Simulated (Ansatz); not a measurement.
Run this with Ansatz 0.2.0, Python API and show what comes out.

Script `md_h3n.py`:
```python
# -*- coding: utf-8 -*-
"""A short Born-Oppenheimer trajectory of H3N(+)."""

import ansatz as az
import numpy as np

geometry_ang = [
    ("N", (-0.0002, 0.008, 0.2948)),
    ("H", (-0.5975, -0.7633, -0.078)),
    ("H", (-0.3601, 0.895, -0.123)),
    ("H", (0.9579, -0.1397, -0.0939)),
]
geometry = az.Crystal.molecule()
for symbol, xyz in geometry_ang:
    geometry = geometry.atom(symbol, xyz)

calculation = (
    geometry.calculation()
    .basis(gaussian="6-31G")
    .functional("blyp")
    .charge(1)
    .spin("collinear", total=1)
)
symbols = [site.symbol for site in geometry.cartesian_sites]
start = np.array([site.position_ang for site in geometry.cartesian_sites], dtype=float)
data = calculation.relax(force_tolerance=0.02, max_steps=100).run(threads=1, pin="off").report
end = np.array(data["positions_ang"])
minimum = az.Crystal.molecule()
for symbol, place in zip(symbols, end):
    minimum = minimum.atom(symbol, place.tolist())

# dynamics from the relaxed geometry
calculation = (
    minimum.calculation()
    .basis(gaussian="6-31G")
    .functional("blyp")
    .charge(1)
    .spin("collinear", total=1)
    .md("nve", timestep=1.0, steps=20, temperature=200, initial_velocities="maxwell_boltzmann", seed=75)
)
frames = []
result = calculation.session().plan().execute(on_event=lambda e: frames.append(e["data"]) if e["event"] == "md_step" else None)
print("t (fs)   E_pot (eV)      E_kin (eV)   T (K)   d(0-1) (A)")
for f in frames[::2]:
    xyz = np.array(f["positions_ang"])
    print(f"{f['time_fs']:6.2f} {f['lagrangian_ev']:14.5f} {f['e_kin_ev']:10.5f} {f['temperature_k']:8.1f} {np.linalg.norm(xyz[0] - xyz[1]):9.4f}")
kept = np.array([f["conserved_ev"] for f in frames])
print(f"conserved energy moves by at most {1000 * np.ptp(kept):.3f} meV")
```

```console
$ python md_h3n.py
t (fs)   E_pot (eV)      E_kin (eV)   T (K)   d(0-1) (A)
  0.00    -1528.00572    0.05170    200.0    1.0363
  2.00    -1527.97989    0.02792    108.0    1.0628
  4.00    -1527.97958    0.02671    103.3    1.0545
  6.00    -1527.97227    0.01925     74.5    1.0225
  8.00    -1527.96022    0.00837     32.4    1.0127
 10.00    -1527.98199    0.02830    109.5    1.0400
 12.00    -1527.96730    0.01543     59.7    1.0629
 14.00    -1527.98430    0.03118    120.6    1.0507
 16.00    -1527.98447    0.03172    122.7    1.0199
 18.00    -1527.98504    0.03263    126.2    1.0151
 20.00    -1527.99576    0.04231    163.7    1.0430
conserved energy moves by at most 2.377 meV
```

Notes:
- Total energies depend on the basis set; only differences at equal settings carry meaning.
- The trajectory is only some femtoseconds long, so its temperature is not equilibrated; where the script doesn't relax first, it starts from a rough generated geometry.
- The run takes the species as open-shell (spin multiplicity 2), which needn't be its ground state.
- The temperature counts the internal degrees of freedom alone.
- With hydrogen a step over 0.5 fs is long.
- Run time: 8.4 s on 1 thread of Arm Neoverse V1 (shared host), peak memory 0.16 GiB.
